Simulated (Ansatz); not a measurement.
Basis sets compared for Li3 (the lowest doublet isomer of a short search). Charge 0, multiplicity 2. Geometry PBE/def2-TZVP. Ansatz on 4 threads of Arm Neoverse V1 on a shared host; times are rough, and most runs start from earlier orbitals.

```xyz
3

Li   -0.2282    0.9591    1.1322
Li    1.5383    0.3058   -0.9502
Li   -1.3101   -1.2649   -0.1820
```

At r2SCAN/def2-TZVP, r2SCAN/def2-TZVPD the charge 0 doublet is spin-contaminated (final ⟨S²⟩ up to 0.86, 0.75 for a pure state). The structure comes from a short search, and lower isomers may exist.

Binding counts from free atoms (Li doublet) in the same basis, without a counterpoise term.

| level | functions | energy (Eh) | HOMO (eV) | LUMO (eV) | binding per atom (eV) | wall time |
| --- | --- | --- | --- | --- | --- | --- |
| PBE/def2-SVP | 27 | -22.4193 | -2.56 | -2.01 | 0.52 | 0.4 s |
| PBE/def2-TZVP (with forces) | 42 | -22.4396 | -2.59 | -2.06 | 0.49 | 0.4 s |
| r2SCAN/def2-TZVP | 42 | -22.4907 | -2.66 | -1.73 | 0.47 | 0.9 s |
| PBE0/def2-SVP | 27 | -22.4330 | -3.02 | -1.51 | 0.50 | 0.35 s |
| PBE0/def2-TZVP | 42 | -22.4528 | -3.07 | -1.55 | 0.47 | 1 s |

Task: Estimate the rows for PBE/def2-TZVPD, r2SCAN/def2-TZVPD, PBE0/def2-TZVPD.

Result: 
| level | functions | energy (Eh) | HOMO (eV) | LUMO (eV) | binding per atom (eV) | wall time |
| --- | --- | --- | --- | --- | --- | --- |
| PBE/def2-TZVPD | 51 | -22.4400 | -2.61 | -2.09 | 0.49 | 0.45 s |
| r2SCAN/def2-TZVPD | 51 | -22.4909 | -2.67 | -1.75 | 0.47 | 1.1 s |
| PBE0/def2-TZVPD | 51 | -22.4531 | -3.08 | -1.58 | 0.47 | 0.4 s |
